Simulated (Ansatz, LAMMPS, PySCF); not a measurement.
## Rock-salt MgO: properties by level of theory

Reference values: lattice constant a 4.189 Å (measured, static lattice: zero-point anharmonic expansion removed; as tabulated in Mejia-Rodriguez and Trickey (2018), arXiv:1807.09216); bulk modulus 170 GPa (measured, 0 K value with the zero-point phonon effect removed; as tabulated in Mejia-Rodriguez and Trickey (2018), arXiv:1807.09216).

```json
[
 {"level (code)": "ionic model lewis1985c (shell model, LAMMPS)", "lattice parameter a (Å)": "4.198", "bulk modulus (GPa)": "241"},
 {"level (code)": "ionic model matsui1994 (rigid ions, LAMMPS)", "lattice parameter a (Å)": "4.129", "bulk modulus (GPa)": "191"},
 {"level (code)": "PBE (Ansatz)", "lattice parameter a (Å)": "___", "bulk modulus (GPa)": "___"},
 {"level (code)": "r²SCAN (Ansatz)", "lattice parameter a (Å)": "4.204", "bulk modulus (GPa)": "167"},
 {"level (code)": "CCSD (PySCF)", "lattice parameter a (Å)": "4.226", "bulk modulus (GPa)": "160"}
]
```

Problem. Some entries are withheld; supply them.

Solution. 
- PBE (Ansatz, a quantum-chemistry and plane-wave program), lattice parameter a (Å): 4.254
- PBE (Ansatz), bulk modulus (GPa): 149

Differences from the reference values (errors of the level alone only where the reference is corrected to a static lattice):

| level | lattice constant a (%) | bulk modulus (%) |
|---|---|---|
| ionic model lewis1985c | +0.21 | +42 |
| ionic model matsui1994 | -1.43 | +12.4 |
| PBE | +1.55 | -12.4 |
| r²SCAN | +0.36 | -1.8 |
| CCSD | +0.88 | -5.9 |

Nearest: lattice constant a, r²SCAN; bulk modulus, r²SCAN. Empirical potentials aren't ranked on values they can be fitted to.

Empirical potentials (ionic model lewis1985c, ionic model matsui1994) are fitted to chosen data: where that held the value shown, agreement is built in, and what lay outside the fit can be far off.

Ansatz's density-functional and Hartree–Fock values are scalar-relativistic unless marked +SOC, with PAW data made under PBE.

Differences are worked out from the printed values.

Static lattice: no zero-point or thermal effects.
